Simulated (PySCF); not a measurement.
## Curvature of the energy in the electron number along the third row

Calculated with PySCF 2.14, in aug-cc-pVTZ-DK, spin-free X2C, aug-cc-pV(T+d)Z, non-relativistic: one orbital is emptied in steps, and each cell gives the departure of E from the straight line at half an electron, in eV (from a cubic fit). The exact functional gives zero.

| species | orbital | LDA | PBE | r2SCAN | PBE0 | BHandHLYP | LC-wPBE | wB97X | UHF |
| --- | --- | --- | --- | --- | --- | --- | --- | --- | --- |
| Al | 3p alpha | -0.77 | -0.75 | -0.69 | -0.54 | -0.36 | 0.01 | -0.04 | 0.08 |
| Si | 3p alpha | -0.93 | -0.91 | -0.84 | -0.65 | -0.41 | -0.02 | -0.08 | 0.13 |
| P | 3p alpha | -1.09 | -1.06 | -0.97 | -0.75 | -0.46 | -0.07 | -0.15 | 0.18 |
| S | 3p beta | -1.11 | -1.07 | -0.97 | -0.74 | -0.46 | -0.05 | -0.17 | 0.24 |
| Ar | 3p beta | -1.41 | -1.36 | -1.23 | -0.94 | -0.53 | -0.20 | -0.30 | 0.35 |

Question: Estimate the missing row, Cl.

Answer: The calculation gives LDA -1.27; PBE -1.22; r2SCAN -1.11; PBE0 -0.84; BHandHLYP -0.49; LC-wPBE -0.12; wB97X -0.22; UHF 0.30.

Question: How does the mean departure depend on the functional?

Answer: LDA -1.10 eV; PBE -1.06 eV; r2SCAN -0.97 eV; PBE0 -0.74 eV; BHandHLYP -0.45 eV; LC-wPBE -0.07 eV; wB97X -0.16 eV; UHF 0.21 eV. Semilocal functionals are convex (delocalisation error), Hartree-Fock is concave or straight, and exact exchange removes curvature roughly in proportion to its share, so among the functionals the range-separated hybrids usually come closest to zero.
